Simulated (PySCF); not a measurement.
H2O+, H2O (charge +1 and doublet state).
InChI=1S/H2O/h1H2/q+1

The calculation used PBE0-D3(BJ)/def2-SVP geometry optimisation, gas phase in PySCF.

Masses are those of the commonest isotopes; rigid-rotor values at the optimised geometry. 

Give the principal moments of inertia and the rotational constants in MHz.

Ia = 0.61, Ib = 1.36, Ic = 1.97 u·Å²; 505379 MHz·u·Å²/I gives A = 829725, B = 372117, C = 256901 MHz.

What kind of rotor is it?

An asymmetric top; Ray's κ = -0.598.

Give the coordinates in the principal-axis frame, origin at the centre of mass.

The sense of each axis is arbitrary; atoms in the order of the calculation.
```tsv
atom	mass (u)	a (Å)	b (Å)	c (Å)
O1	15.995	0.000	-0.065	0.000
H2	1.008	-0.821	0.518	0.000
H3	1.008	0.821	0.518	0.000
```

List the rotational levels J(Ka,Kc) to J = 5 (MHz).

Above 0(0,0):
J = 1: 1(0,1) 629018, 1(1,1) 1086626, 1(1,0) 1201842
J = 2: 2(0,2) 1867907, 2(1,2) 2229446, 2(1,1) 2575092, 2(2,1) 3947917, 2(2,0) 3967063
J = 3: 3(0,3) 3681636, 3(1,3) 3932560, 3(1,2) 4621831, 3(2,2) 5834970, 3(2,1) 5927441, 3(3,1) 8422166, 3(3,0) 8424188
J = 4: 4(0,4) 6031432, 4(1,4) 6185224, 4(1,3) 7323453, 4(2,3) 8336048, 4(2,2) 8594615, 4(3,2) 10971213, 4(3,1) 10985139, 4(4,1) 14548628, 4(4,0) 14548804
J = 5: 5(0,5) 8891594, 5(1,5) 8976707, 5(1,4) 10651020, 5(2,4) 11438691, 5(2,3) 11980789, 5(3,3) 14163699, 5(3,2) 14217604, 5(4,2) 17736161, 5(4,1) 17737733, 5(5,1) 22333837, 5(5,0) 22333851
The levels of one J sum to (2J + 1)J(J + 1)(A + B + C)/3.

Which types of transition are allowed, and where do some lines up to J = 3 fall?

The dipole components (about the centre of mass, as the species is charged) are |μa| = 0.00 D, |μb| = 2.50 D, |μc| = 0.00 D; the symmetry axis of this C2v structure is b, so μa and μc vanish by symmetry and there are no a-type or c-type lines. Some lines, for components of 0.1 D or more:

| type | branch | J(Ka,Kc) | MHz | lower level (cm⁻¹) |
| --- | --- | --- | --- | --- |
| b | Q | 1(1,0) ← 1(0,1) | 572824 | 20.982 |
| b | R | 3(1,2) ← 2(2,1) | 673914 | 131.688 |
| b | Q | 2(1,1) ← 2(0,2) | 707185 | 62.307 |
| b | R | 2(0,2) ← 1(1,1) | 781281 | 36.246 |
| b | Q | 3(1,2) ← 3(0,3) | 940195 | 122.806 |
| b | R | 1(1,1) ← 0(0,0) | 1086626 | 0.000 |
| b | Q | 3(2,1) ← 3(1,2) | 1305609 | 154.168 |
| b | Q | 2(2,0) ← 2(1,1) | 1391971 | 85.896 |
| b | R | 3(0,3) ← 2(1,2) | 1452190 | 74.366 |
| b | R | 2(1,2) ← 1(0,1) | 1600428 | 20.982 |
| b | Q | 2(2,1) ← 2(1,2) | 1718472 | 74.366 |
| b | Q | 3(2,2) ← 3(1,3) | 1902410 | 131.176 |
| b | R | 3(1,3) ← 2(0,2) | 2064653 | 62.307 |
| b | Q | 3(3,0) ← 3(2,1) | 2496748 | 197.718 |
| b | Q | 3(3,1) ← 3(2,2) | 2587196 | 194.634 |
| b | R | 2(2,1) ← 1(1,0) | 2746076 | 40.089 |
| b | R | 2(2,0) ← 1(1,1) | 2880437 | 36.246 |
| b | R | 3(2,2) ← 2(1,1) | 3259878 | 85.896 |
| b | R | 3(2,1) ← 2(1,2) | 3697995 | 74.366 |
| b | R | 3(3,1) ← 2(2,0) | 4455103 | 132.327 |
| b | R | 3(3,0) ← 2(2,1) | 4476271 | 131.688 |

Estimate the classical rotational partition function at 200 K.

Point group C2v, symmetry number σ = 2; q = (√π/σ)·√((kT/h)³/(ABC)), k/h = 20836.6 MHz/K: 26.8 at 200 K.

For this open shell read J as N, the rotation without spin; fine and hyperfine splittings come on top. PBE0-D3(BJ)/def2-SVP frequencies: not computed here. ⟨S²⟩ = 0.753 (exact for a doublet: 0.75). No vibrational averaging or centrifugal distortion is included, and the geometry carries the error of its method.
